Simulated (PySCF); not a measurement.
**Relaxing a trial structure of CH2PSi+**

The starting geometry of this gas-phase singlet was optimised with GFN2-xTB.

```tsv
atom	x (Å)	y (Å)	z (Å)
C	0.0771	-0.5280	0.8906
P	0.1266	0.9662	0.2465
Si	-0.5813	-1.3944	-0.6856
H	0.2926	-1.0193	1.8190
H	-0.7007	-0.2650	-1.6586
```

Problem. Predict what it relaxes into with PBE0-D4/def2-SVP.

Solution. A new bond forms, giving a structure with H5 bridging Si3 and P2, given below by its coordinates. Distances that change by over a tenth: Si3–H5 (1.50 → 1.79 Å). Contacts that close: P2–H5 (2.41 → 1.55 Å).

The energy falls by 0.65 eV over 15 steps:

```tsv
step	E − E(last) (eV)
1	0.653
3	0.265
4	0.563
6	0.175
7	0.071
9	0.013
10	0.002
12	0.003
13	0.000
15	0.000
```

Final geometry (Å):

```xyz
5

C     0.0219   -0.6660    0.7962
P     0.0036    0.7858   -0.0338
Si   -0.6048   -1.5713   -0.6597
H     0.3207   -0.8691    1.8289
H    -0.5308    0.0881   -1.3166
```

No frequencies were run, so the end isn't proven a minimum. Run with PySCF 2.14.0, 60 s on 2 threads of Intel(R) Xeon(R) Platinum 8259CL CPU @ 2.50GHz (Skylake/Cascade Lake), on a shared host.
